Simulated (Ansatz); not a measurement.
# Property card for MgO2

Method: DFT PBEsol, scalar-relativistic, plane waves, PAW in Ansatz 0.2.0.

Cutoff 420 eV; k points 12×12×12 on the computed 3-atom cell (Γ-centred); Gaussian smearing, width 0.02 eV; no spin polarisation.

The structure is relaxed at this level of theory with its symmetry kept. Whether it is the stable form of this composition wasn't checked.

```cif
data_structure
_symmetry_space_group_name_H-M 'R-3m:H'
_symmetry_Int_Tables_number 166
_cell_length_a 3.1676
_cell_length_b 3.1676
_cell_length_c 10.3721
_cell_angle_alpha 90.000
_cell_angle_beta 90.000
_cell_angle_gamma 120.000
_cell_volume 90.13
loop_
_atom_site_label
_atom_site_type_symbol
_atom_site_symmetry_multiplicity
_atom_site_Wyckoff_symbol
_atom_site_fract_x
_atom_site_fract_y
_atom_site_fract_z
_atom_site_occupancy
Mg1 Mg 3 a 0.00000 0.00000 0.00000 1
O1 O 6 c 0.66667 0.33333 0.76248 1
```

- Space group: R-3m (No. 166)
- Volume per atom: 10.01 Å³
- Formation energy from the elements' standard states (uncorrected): -1.682 eV/atom
- Kohn–Sham band gap: 2.48 eV, direct at T
- Löwdin character of the top 1 eV of the valence band: O 2p 98 %
- Löwdin character of the lowest 1 eV of the conduction band: O 2p 67 %, O 2s 19 %, Mg 3s 9 %, unprojected 4 %
- Electron masses at the edge by Cartesian direction of the standard setting (m_e; degenerate bands sorted by energy; no spin-orbit coupling): x: 0.96; y: 0.96; z: 0.73
- Hole masses at the edge by Cartesian direction of the standard setting (m_e; degenerate bands sorted by energy; no spin-orbit coupling): x: 5.3, 0.59; y: 5.8, 0.59; z: 1.7, 1.7
- Bulk modulus: 128 GPa
- Its pressure derivative: 4.1
- Bader charges (e): Mg (1 in the cell) 1.73, O (2 in the cell) -0.86